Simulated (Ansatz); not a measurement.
# C6H14: up Jacob's ladder to CCSD(T)

The task here is to estimate one member of a computed series from the others.

Computed with Ansatz 0.2.0, Gaussian basis. Level: functionals in def2-TZVPP, the program's frozen cores in correlated methods.

Plan: PBE-D4, r2SCAN-D4, PBE0-D4, B3LYP-D4, ωB97X-V, ωB97M-V, B2PLYP; CCSD(T)/def2-TZVPP; MP2/def2-QZVPP; extrapolation to the limit.

## The geometry

All runs share one geometry, relaxed beforehand with PBE0-D4 in a triple-zeta def2 set.

SMILES `CCCC(C)C`, 20 atoms, charge 0, spin multiplicity 1.

Atoms are counted from 1 here; the program's logs count them from 0.

Bond lengths: C1–C2 1.521 Å, C1–H7 1.092 Å, C1–H8 1.094 Å, C1–H9 1.093 Å, C2–C3 1.531 Å, C2–H10 1.094 Å, C2–H11 1.096 Å, C3–C4 1.528 Å, C3–H12 1.095 Å, C3–H13 1.098 Å, C4–C5 1.522 Å, C4–C6 1.522 Å, C4–H14 1.099 Å, C5–H15 1.095 Å, C5–H16 1.093 Å, C5–H17 1.093 Å, C6–H18 1.092 Å, C6–H19 1.095 Å and more. Angles: C2–C1–H7 112.1°, C2–C1–H8 110.6°, C2–C1–H9 111.3°, H7–C1–H8 107.3°, H7–C1–H9 107.7°, H8–C1–H9 107.6°, C1–C2–C3 114.4°, C1–C2–H10 108.2°, C1–C2–H11 109.8°, C3–C2–H10 109.2°, C3–C2–H11 109.2°, H10–C2–H11 105.5°, C2–C3–C4 115.7°, C2–C3–H12 109.3°, C2–C3–H13 109.4°, C4–C3–H12 107.4°, C4–C3–H13 108.9°, H12–C3–H13 105.7° and more.

Set-up of the first run:

File in.yaml:

```yaml
crystal:
  periodic: [false, false, false]
  atoms:
    - {symbol: C, position_ang: [-1.697092, -1.458319, -0.954760]}
    - {symbol: C, position_ang: [-0.689725, -1.551979, 0.181591]}
    - {symbol: C, position_ang: [0.588140, -0.736754, -0.035706]}
    - {symbol: C, position_ang: [0.611078, 0.644716, 0.616972]}
    - {symbol: C, position_ang: [1.958882, 1.312951, 0.387953]}
    - {symbol: C, position_ang: [-0.518736, 1.549559, 0.147454]}
    - {symbol: H, position_ang: [-2.014989, -0.429966, -1.137256]}
    - {symbol: H, position_ang: [-1.263622, -1.835222, -1.885427]}
    - {symbol: H, position_ang: [-2.591281, -2.050160, -0.743471]}
    - {symbol: H, position_ang: [-0.425046, -2.604896, 0.318714]}
    - {symbol: H, position_ang: [-1.160437, -1.242351, 1.122245]}
    - {symbol: H, position_ang: [1.445607, -1.296347, 0.352801]}
    - {symbol: H, position_ang: [0.769905, -0.623620, -1.112866]}
    - {symbol: H, position_ang: [0.488728, 0.493069, 1.698386]}
    - {symbol: H, position_ang: [2.124751, 1.491712, -0.679442]}
    - {symbol: H, position_ang: [2.780501, 0.690099, 0.751385]}
    - {symbol: H, position_ang: [2.016711, 2.278142, 0.897761]}
    - {symbol: H, position_ang: [-1.500609, 1.136184, 0.386480]}
    - {symbol: H, position_ang: [-0.471706, 1.701603, -0.935842]}
    - {symbol: H, position_ang: [-0.451060, 2.531589, 0.623029]}
basis:
  gaussian: {orbitals: def2-TZVPP}
hamiltonian: {xc: pbe, dispersion: d4}
output: {forces: true, orbitals: {seedname: orbitals}}
```

Command:

```bash
$ ansatz run in.yaml --threads 2 --pin off --events-out ev --progress --plain --max-ram 32768MiB --backend cuda --devices 0, --max-vram 18GiB
```

Steps of the session up to this table: PBE-D4 (GGA); r2SCAN-D4 (meta-GGA); PBE0-D4 (hybrid); B3LYP-D4 (hybrid); ωB97X-V (range-separated); ωB97M-V (range-separated); B2PLYP (double hybrid); CCSD(T) in def2-TZVPP; MP2 in def2-QZVPP.

One of the session's tables, all rows but one given; the rest of the session is left out.

```
            method  atomisation energy (eV)
            PBE-D4                   83.150
         r2SCAN-D4                   82.034
           PBE0-D4                   82.431
          B3LYP-D4                   81.987
           ωB97X-V                   81.993
           ωB97M-V                   82.105
            B2PLYP                   81.151
     HF/def2-TZVPP                   62.529
    MP2/def2-TZVPP                   80.847
   CCSD/def2-TZVPP                   79.442
CCSD(T)/def2-TZVPP                        ?
           MP2/CBS                   82.449
       CCSD(T)/CBS                   81.912
```

Q: Estimate the row for CCSD(T)/def2-TZVPP from the others.

As computed: atomisation energy (eV): 80.310. In the column «atomisation energy (eV)» it lies between CCSD/def2-TZVPP (79.442) and MP2/def2-TZVPP (80.847).

Caveats from the session: Free atoms (6 C, 14 H) were run apart at each level; the atomisation energy is their sum less the molecule, without zero-point or spin-orbit terms.
